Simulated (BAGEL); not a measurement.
# ROHF/def2-SVPD (density fitting with qzvpp-jkfit) run of SiNH4O (SMILES [NH][SiH2]O)

Aim: the vertical doublet–quartet gap of SiNH4O at ROHF/def2-SVPD (density fitting with qzvpp-jkfit), from 2 runs. 

The calculation is run with BAGEL 1.2.2.

## (1) The molecule

SiNH4O: 7 atoms, total charge 0, spin state doublet. SMILES: `[NH][SiH2]O`. The shape is that of a PBE0-D4/def2-TZVP optimisation. This is one conformer, not always the lowest.

Bond lengths: N1–Si2 1.741 Å, Si2–O3 1.637 Å, N1–H4 1.022 Å, Si2–H5 1.484 Å, Si2–H6 1.493 Å, O3–H7 0.959 Å. Angles: N1–Si2–O3 110.5°, N1–Si2–H5 113.2°, N1–Si2–H6 105.1°, O3–Si2–H5 105.4°, O3–Si2–H6 112.1°, Si2–N1–H4 114.4°, Si2–O3–H7 117.6°, H5–Si2–H6 110.7°.

## (2) The energy at ROHF/def2-SVPD (density fitting with qzvpp-jkfit)

job.json reads:

```json
{ "bagel": [

{
  "title": "molecule",
  "basis": "def2-svpd.json",
  "df_basis": "qzvpp-jkfit",
  "angstrom": "true",
  "geometry": [
    { "atom": "N", "xyz": [   -1.219700,   -0.362600,    0.666700 ] },
    { "atom": "Si", "xyz": [    0.116600,    0.212100,   -0.290000 ] },
    { "atom": "O", "xyz": [    1.398500,   -0.795100,   -0.146900 ] },
    { "atom": "H", "xyz": [   -2.101000,    0.125500,    0.496300 ] },
    { "atom": "H", "xyz": [   -0.184300,    0.263000,   -1.742100 ] },
    { "atom": "H", "xyz": [    0.414600,    1.577200,    0.236200 ] },
    { "atom": "H", "xyz": [    1.636600,   -1.088000,    0.734200 ] }
  ]
},
{ "title": "rohf", "nopen": 1 },
{ "title": "print", "file": "orbitals.molden", "orbitals": "true" }

]}
```

The basis set def2-SVPD is read from a file made from the Basis Set Exchange's data (not shown).

Command:

```bash
BAGEL_NUM_THREADS=1 BAGEL job.json > job.out
```

Log:

```text
* using 1 threads per process

  ===============================================================
  ===============================================================

  *** Geometry ***

  { "atom" : "N", "xyz" : [     -2.304899,     -0.685215,      1.259880 ] },
  { "atom" : "Si", "xyz" : [      0.220342,      0.400811,     -0.548021 ] },
  { "atom" : "O", "xyz" : [      2.642782,     -1.502521,     -0.277601 ] },
  { "atom" : "H", "xyz" : [     -3.970315,      0.237161,      0.937871 ] },
  { "atom" : "H", "xyz" : [     -0.348277,      0.496998,     -3.292092 ] },
  { "atom" : "H", "xyz" : [      0.783480,      2.980476,      0.446353 ] },
  { "atom" : "H", "xyz" : [      3.092726,     -2.056022,      1.387437 ] },

  Number of auxiliary basis functions:      354

  Since a DF basis is specified, we compute 2- and 3-index integrals:
    o Being stored without compression. Storage requirement is 0.028 GB

  Number of basis functions:       99
  Number of electrons      :       33

    * METHOD: MOLECULE                             0.11

  *** Open-shell HF ***

  === Nuclear Repulsion ===
   110.7228234442

      * DIIS with orbital gradients will be used.

  === ROHF iteration (def2-svpd.json) ===
      0       -420.01649600          0.04889803           0.08
      1       -420.21834090          0.03906139           0.08
      2       -420.33581839          0.02233663           0.08
      3       -420.39933463          0.00276459           0.08
      4       -420.40245576          0.00097172           0.08
      5       -420.40292526          0.00036479           0.08
      6       -420.40300310          0.00010596           0.08
      7       -420.40301497          0.00005928           0.08
      8       -420.40301834          0.00003869           0.08
      9       -420.40302077          0.00002741           0.08
     10       -420.40302227          0.00002102           0.08
     11       -420.40302331          0.00001720           0.08
     12       -420.40302438          0.00001149           0.08
     13       -420.40302499          0.00000524           0.08
     14       -420.40302523          0.00000224           0.08
     15       -420.40302532          0.00000135           0.08
     16       -420.40302533          0.00000078           0.08
     17       -420.40302533          0.00000044           0.08
     18       -420.40302534          0.00000031           0.08
     19       -420.40302534          0.00000019           0.08
     20       -420.40302534          0.00000011           0.08
     21       -420.40302534          0.00000008           0.08
     22       -420.40302534          0.00000005           0.08
     23       -420.40302534          0.00000003           0.08
     24       -420.40302534          0.00000001           0.08
     25       -420.40302534          0.00000001           0.08
    * SCF iteration converged.

    * S^2 (ROHF) is 0.7500

    * Permanent dipole moment:
           (    0.298938,    -0.395527,    -0.190977) a.u.

    * METHOD: ROHF                                 2.14

    * METHOD: PRINT                                0.02

  ===============================================================
```

It took 2.4 s on 1 thread of Arm Neoverse V2, shared host.

## (3) The quartet at the same level

hf.json reads:

```json
{ "bagel" : [

{
  "title" : "molecule",
  "basis" : "def2-svpd.json",
  "df_basis" : "qzvpp-jkfit",
  "angstrom" : true,
  "geometry" : [
    { "atom" : "N", "xyz" : [   -1.219700,   -0.362600,    0.666700 ] },
    { "atom" : "Si", "xyz" : [    0.116600,    0.212100,   -0.290000 ] },
    { "atom" : "O", "xyz" : [    1.398500,   -0.795100,   -0.146900 ] },
    { "atom" : "H", "xyz" : [   -2.101000,    0.125500,    0.496300 ] },
    { "atom" : "H", "xyz" : [   -0.184300,    0.263000,   -1.742100 ] },
    { "atom" : "H", "xyz" : [    0.414600,    1.577200,    0.236200 ] },
    { "atom" : "H", "xyz" : [    1.636600,   -1.088000,    0.734200 ] }
  ]
},
{
  "title" : "rohf",
  "nopen" : 3
},
{
  "title" : "print",
  "file" : "orbitals.molden",
  "orbitals" : true
}

]}
```

The basis set def2-SVPD is read from a file made from the Basis Set Exchange's data (not shown).

Command:

```bash
BAGEL_NUM_THREADS=1 BAGEL hf.json > hf.out
```

Log:

```text
* using 1 threads per process

  ===============================================================
  ===============================================================

  *** Geometry ***

  { "atom" : "N", "xyz" : [     -2.304899,     -0.685215,      1.259880 ] },
  { "atom" : "Si", "xyz" : [      0.220342,      0.400811,     -0.548021 ] },
  { "atom" : "O", "xyz" : [      2.642782,     -1.502521,     -0.277601 ] },
  { "atom" : "H", "xyz" : [     -3.970315,      0.237161,      0.937871 ] },
  { "atom" : "H", "xyz" : [     -0.348277,      0.496998,     -3.292092 ] },
  { "atom" : "H", "xyz" : [      0.783480,      2.980476,      0.446353 ] },
  { "atom" : "H", "xyz" : [      3.092726,     -2.056022,      1.387437 ] },

  Number of auxiliary basis functions:      354

  Since a DF basis is specified, we compute 2- and 3-index integrals:
    o Being stored without compression. Storage requirement is 0.028 GB

  Number of basis functions:       99
  Number of electrons      :       33

    * METHOD: MOLECULE                             0.11

  *** Open-shell HF ***

  === Nuclear Repulsion ===
   110.7228234442

      * DIIS with orbital gradients will be used.

  === ROHF iteration (def2-svpd.json) ===
      0       -419.76382328          0.04463638           0.08
      1       -419.89853392          0.04494889           0.08
      2       -420.00749633          0.02935729           0.08
      3       -420.11944902          0.00413857           0.08
      4       -420.13219202          0.00246292           0.08
      5       -420.13876179          0.00120880           0.08
      6       -420.14090448          0.00069610           0.08
      7       -420.14214394          0.00069429           0.08
      8       -420.14296165          0.00073171           0.08
      9       -420.14143383          0.00064189           0.08
     10       -420.13969134          0.00062997           0.08
     11       -420.13956158          0.00058164           0.08
     12       -420.13958876          0.00050500           0.08
     13       -420.13916955          0.00044888           0.08
     14       -420.13910164          0.00023721           0.08
     15       -420.13909741          0.00012786           0.08
     16       -420.13913205          0.00005549           0.08
     17       -420.13914635          0.00003113           0.08
     18       -420.13914849          0.00001908           0.08
     19       -420.13914493          0.00001623           0.08
     20       -420.13914380          0.00001262           0.08
     21       -420.13914428          0.00001050           0.08
     22       -420.13914408          0.00000746           0.08
     23       -420.13914385          0.00000435           0.08
     24       -420.13914393          0.00000255           0.08
     25       -420.13914412          0.00000146           0.08
     26       -420.13914431          0.00000088           0.08
     27       -420.13914441          0.00000058           0.08
     28       -420.13914454          0.00000053           0.09
     29       -420.13914452          0.00000052           0.08
     30       -420.13914447          0.00000047           0.08
     31       -420.13914445          0.00000035           0.08
     32       -420.13914447          0.00000023           0.07
     33       -420.13914449          0.00000013           0.08
     34       -420.13914450          0.00000007           0.08
     35       -420.13914449          0.00000004           0.08
     36       -420.13914449          0.00000003           0.07
     37       -420.13914449          0.00000002           0.08
     38       -420.13914449          0.00000002           0.08
     39       -420.13914449          0.00000002           0.07
     40       -420.13914449          0.00000001           0.07
     41       -420.13914449          0.00000001           0.08
     42       -420.13914449          0.00000001           0.08
     43       -420.13914449          0.00000001           0.08
     44       -420.13914449          0.00000001           0.08
     45       -420.13914449          0.00000001           0.08
     46       -420.13914449          0.00000001           0.08
    * SCF iteration converged.

    * S^2 (ROHF) is 3.7500

    * Permanent dipole moment:
           (    2.290540,     0.303633,    -0.760102) a.u.

    * METHOD: ROHF                                 3.83

    * METHOD: PRINT                                0.02

  ===============================================================
```

It took 4.2 s on 1 thread of Arm Neoverse V2, shared host.

## (4) What came out

Level: ROHF/def2-SVPD (density fitting with qzvpp-jkfit).

| quantity | value |
| --- | --- |
| doublet: total energy | -420.40303 Eh |
| doublet: dipole moment | 1.35 D |
| doublet: ⟨S²⟩ | 0.750 |
| quartet: total energy | -420.13914 Eh |
| quartet: dipole moment | 6.18 D |
| quartet: ⟨S²⟩ | 3.750 |
| vertical energy of the quartet above the doublet | 7.181 eV |

At this shape the quartet lies 7.18 eV (693 kJ/mol) above the doublet.
